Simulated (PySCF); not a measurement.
# Reproducing measurements on HLi

**The experiment to reproduce.**

From Liu, Meijer, Perez-Rios, Phys. Chem. Chem. Phys. 22 (2020) 24191, for the gas: dipole moment 5.882 D.

The results are set against them at the end.

Species: HLi.
Atom-mapped SMILES: `[LiH:1]` (hydrogens: H2 on Li1)

Cartesian coordinates in Å at the B3LYP/6-31+G* level; atoms count from 1:
```xyz
2
LiH angstrom
Li     0.812   -0.003   -0.003
H     -0.809    0.004   -0.012
```

The PySCF runs (gas phase, on this B3LYP/6-31+G* geometry; no spin–orbit coupling):

```tsv
level	job	basis functions	wall time
B3LYP/6-31+G*, grid level 1	geometry optimisation from a GFN2-xTB start	20	1.1 s
```

Hardware: one thread, Arm Neoverse N1 (aarch64), no GPU (shared host).

All basis functions are spherical.

**Comparison with experiment**

**Dipole moment.** Measured: 5.882 D (Liu, Meijer, Perez-Rios, Phys. Chem. Chem. Phys. 22 (2020) 24191).

```json
{"level": "B3LYP/6-31+G*", "computed (D)": "5.646", "computed − measured (D)": "-0.236", "% (from the printed values)": "-4"}
```

The computed dipoles belong to one fixed geometry; measured ones are averaged over vibrations unless marked μe. Magnitudes are compared, not signs.

No measured geometry was used, and the causes of the misses weren't examined.
